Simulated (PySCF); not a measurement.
# One shape, several levels: singlet OF−

Aim: a comparison of 5 runs (HF/STO-3G, HF/3-21G, B3LYP/6-31G*, B2PLYP/aug-cc-pVTZ, SCS-MP2/aug-cc-pVTZ) of singlet OF−. 

The calculation is run with PySCF 2.14.0.

3 further runs of the same task are left out: 3 set aside as unsound or not needed. Runs told in other sessions of the task aren't counted.

### Step 1. The system as given

The species is OF− (2 atoms), meant as a singlet with charge -1. As SMILES of the parent species, `[O]F`. Geometry: relaxed at GFN2-xTB. That shape belongs to the parent species and isn't relaxed for this state.

Bond lengths: O1–F2 1.298 Å.

### Step 2. The energy at HF/STO-3G (run 1)

Input file geometry.xyz:

```xyz
2

O      0.000000     0.000000     0.000000
F      0.000000     0.000000     1.298450
```

Input file run.py:

```python
from pyscf import gto, scf

mol = gto.M(
    atom='geometry.xyz',
    charge=-1,
    max_memory=1860,
    basis='sto-3g',
    verbose=3,
)

mf = scf.RHF(mol)
mf.conv_tol = 1e-10
mf.kernel()
if not mf.converged:
    mf = mf.newton().run(mf.mo_coeff, mf.mo_occ)

e_tot = mf.e_tot
print('Final energy', e_tot)
```

Started as:

```bash
$ OMP_NUM_THREADS=1 python run.py
```

The log of the run:

```text
converged SCF energy = -171.538560209824
Final energy -171.53856020982442
```

Run time: 0.61 s. Hardware: 1 thread of Intel Xeon Platinum 8488C (Sapphire Rapids), shared host; peak memory 0.1 GiB.

### Step 3. The energy at HF/3-21G (run 2)

Input file calc.py:

```python
from pyscf import gto

molecule = gto.M(
    atom='''
O      0.000000     0.000000     0.000000
F      0.000000     0.000000     1.298450
''',
    verbose=3,
    spin=0,
    charge=-1,
    max_memory=1860,
    basis='3-21g',
)

mf = molecule.RHF()
mf.conv_tol = 1e-10
mf.kernel()
if not mf.converged:
    mf = mf.newton().run(mf.mo_coeff, mf.mo_occ)

e_tot = mf.e_tot
print('Final energy', e_tot)
```

Started as:

```bash
$ OMP_NUM_THREADS=1 python calc.py
```

The log of the run:

```text
converged SCF energy = -173.145773876221
Final energy -173.14577387622128
```

It took 0.83 s on 1 thread of Intel Xeon Platinum 8488C (Sapphire Rapids), shared host; peak memory 0.12 GiB.

Runs 3 to 4 aren't shown in full; the table further down has their settings and results.

### Step 4. The energy at SCS-MP2/aug-cc-pVTZ (run 5)

Input file job.py:

```python
from pyscf import gto, mp

mol = gto.M(
    atom='O 0.000000 0.000000 0.000000; F 0.000000 0.000000 1.298450',
    max_memory=1860,
    basis='aug-cc-pvtz',
    spin=0,
    verbose=4,
    charge=-1,
)

hf = mol.RHF()
hf.conv_tol = 1e-10
hf.kernel()
if not hf.converged:
    hf = hf.newton().run(hf.mo_coeff, hf.mo_occ)

pt = mp.MP2(hf, frozen=2).run()
e_tot = hf.e_tot + 1.2 * pt.e_corr_os + pt.e_corr_ss / 3
print('E(%s) = %.9f' % ('SCS-MP2', e_tot))
```

Started as:

```bash
$ OMP_NUM_THREADS=1 python job.py
```

The log of the run:

```text
PySCF version 2.14.0

[INPUT] num. atoms = 2
[INPUT] num. electrons = 18
[INPUT] charge = -1
[INPUT] spin (= nelec alpha-beta = 2S) = 0
[INPUT] symmetry False subgroup None
[INPUT] Mole.unit = angstrom
[INPUT] Symbol           X                Y                Z      unit          X                Y                Z       unit  Magmom
[INPUT]  1 O      0.000000000000   0.000000000000   0.000000000000 AA    0.000000000000   0.000000000000   0.000000000000 Bohr   0.0
[INPUT]  2 F      0.000000000000   0.000000000000   1.298450000000 AA    0.000000000000   0.000000000000   2.453714886442 Bohr   0.0

nuclear repulsion = 29.3432624946975
number of shells = 26
number of NR pGTOs = 116
number of NR cGTOs = 92
basis = aug-cc-pvtz
ecp = {}

******** <class 'pyscf.scf.hf.RHF'> ********
method = RHF
initial guess = minao
damping factor = 0
level_shift factor = 0
DIIS = <class 'pyscf.scf.diis.CDIIS'>
diis_start_cycle = 1
diis_space = 8
diis_damp = 0
SCF conv_tol = 1e-10
SCF conv_tol_grad = None
SCF max_cycles = 50
direct_scf = True
direct_scf_tol = 1e-13
Set gradient conv threshold to 1e-05
Initial guess from minao.
init E= -174.098106544646
  HOMO = -0.331300146498982  LUMO = 0.0337819498403036  gap/eV = 9.93439
cycle= 1 E= -174.160620559551  delta_E= -0.0625  |g|= 0.448  |ddm|=  1.1
  HOMO = -0.0175854395235516  LUMO = 0.282229074590544  gap/eV = 8.15837
cycle= 2 E= -174.192818025127  delta_E= -0.0322  |g|= 0.258  |ddm|= 0.493
  HOMO = -0.11006902658375  LUMO = 0.282263244784867  gap/eV = 10.67590
cycle= 3 E= -174.202643096501  delta_E= -0.00983  |g|= 0.045  |ddm|= 0.135
  HOMO = -0.109923531563257  LUMO = 0.282138212907308  gap/eV = 10.66854
cycle= 4 E= -174.203055586564  delta_E= -0.000412  |g|= 0.017  |ddm|= 0.0363
  HOMO = -0.112739799418739  LUMO = 0.28239545249675  gap/eV = 10.75218
cycle= 5 E= -174.203123117604  delta_E= -6.75e-05  |g|= 0.0054  |ddm|= 0.0142
  HOMO = -0.114062478070278  LUMO = 0.282395228895846  gap/eV = 10.78816
cycle= 6 E= -174.203132616313  delta_E= -9.5e-06  |g|= 0.0016  |ddm|= 0.00578
  HOMO = -0.113887311103927  LUMO = 0.282450416887798  gap/eV = 10.78490
cycle= 7 E= -174.203133746082  delta_E= -1.13e-06  |g|= 0.000378  |ddm|= 0.00223
  HOMO = -0.113904279195875  LUMO = 0.282480566895833  gap/eV = 10.78618
cycle= 8 E= -174.203133869797  delta_E= -1.24e-07  |g|= 7.8e-05  |ddm|= 0.000764
  HOMO = -0.113899655555281  LUMO = 0.282484286954491  gap/eV = 10.78616
cycle= 9 E= -174.203133874499  delta_E= -4.7e-09  |g|= 1.06e-05  |ddm|= 0.000163
  HOMO = -0.113898751560504  LUMO = 0.282484590024584  gap/eV = 10.78614
cycle= 10 E= -174.20313387456  delta_E= -6.1e-11  |g|= 2.06e-06  |ddm|= 2.58e-05
  HOMO = -0.113899472948865  LUMO = 0.282484511145457  gap/eV = 10.78616
Extra cycle  E= -174.203133874562  delta_E= -1.59e-12  |g|= 7.79e-07  |ddm|= 3.6e-06
converged SCF energy = -174.203133874562

******** <class 'pyscf.mp.mp2.RMP2'> ********
nocc = 7, nmo = 90
frozen orbitals 2
E(RMP2) = -174.717664272985  E_corr = -0.514530398422832
E(SCS-RMP2) = -174.705004168432  E_corr = -0.501870293870573
E_corr(same-spin) = -0.133345597196336
E_corr(oppo-spin) = -0.381184801226495
E(SCS-MP2) = -174.705004168
```

It took 1.7 s on 1 thread of Intel Xeon Platinum 8488C (Sapphire Rapids), shared host; peak memory 0.21 GiB.

### Step 5. The series

```csv
run,level,integration grid,frozen core orbitals,energy (Eh),HOMO energy (eV),LUMO energy (eV),HOMO–LUMO gap (eV),wall time
1,HF/STO-3G,–,–,-171.538560,6.32,32.00,25.68,0.61 s
2,HF/3-21G,–,–,-173.145774,-0.52,21.98,22.50,0.83 s
3,B3LYP/6-31G* (spherical functions),5,–,-174.870425,4.22,13.53,9.31,2 s
4,B2PLYP/aug-cc-pVTZ,5,2,-174.906511,-0.33,6.72,7.04,7.8 s
5,SCS-MP2/aug-cc-pVTZ,–,2,-174.705004,-3.10,7.69,10.79,1.7 s
```

### Step 6. Summary of results

```
                                                    quantity          value
                                         run 5: total energy  -174.70500 Eh
                  run 5: HOMO energy (Hartree–Fock orbitals)       -3.10 eV
                  run 5: LUMO energy (Hartree–Fock orbitals)        7.69 eV
run 5: HOMO–LUMO gap (to an unbound level, set by the basis)       10.79 eV
          run 5: correlation energy (2 core orbitals frozen)     -501.9 mEh
```

Over runs 1, 2, 3, 4 the HOMO–LUMO gap runs from 7.04 eV (B2PLYP/aug-cc-pVTZ) to 25.68 eV (HF/STO-3G). The two ends differ in method and basis. The empty levels of an anion lie above zero and hang on the basis. A double hybrid's value is that of its SCF part. Totals of different functionals can't be ranked against each other. In runs 1, 3 the HOMO lies above zero, from self-interaction, a short basis or an electron that isn't bound. In run 1 the basis is minimal, so the values are rough. All runs together took 13 s, the longest 7.8 s.
